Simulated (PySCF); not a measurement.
# Vibration and rotation of AlP⁺

ROHF-CCSD(T) constants of AlP⁺, ⁴Σ⁻ (quartet), unpaired electrons σ ↑, π ↑↑ (PySCF, spin-free X2C with a Gaussian nucleus, basis sets Al jorge-DZP-DKH, P jorge-DZP-DKH; masses 26.9815 and 30.9738 u):

```
ωe              : 158.0 cm⁻¹
ωexe            : 2.22 cm⁻¹
Be              : 0.15827 cm⁻¹
αe              : 0.00298 cm⁻¹
D (centrifugal) : 6.35e-07 cm⁻¹
De to Al⁺ + P   : 0.363 eV
```

**Question.** Give the vibrational terms G(v) and spacings up to v = 3.

**Answer.** G(v) = ωe(v+½) − ωexe(v+½)².

```
v  G(v) (cm⁻¹)  G(v) − G(v−1)  Bv (cm⁻¹)
0           78                    0.1568
1          232            154     0.1538
2          381            149     0.1508
3          526            145     0.1478
```

**Question.** How well does the Morse estimate ωe²/(4ωexe) reproduce De, and what is D0?

**Answer.** It gives 0.349 eV, 96 % of the computed De. D0 = De − G(0) = 0.363 − 0.010 = 0.353 eV.

Correlated steps freeze 10 core orbitals. The bond is weak. Basis-set superposition, not corrected here, can be much of De in a small basis, most of all at correlated wavefunction levels. For an ion De counts to the pair picked by the measured ionisation energies or electron affinities, which need not be the lowest pair at this level. The state was picked by a PBE0 search and need not be the measured ground state.
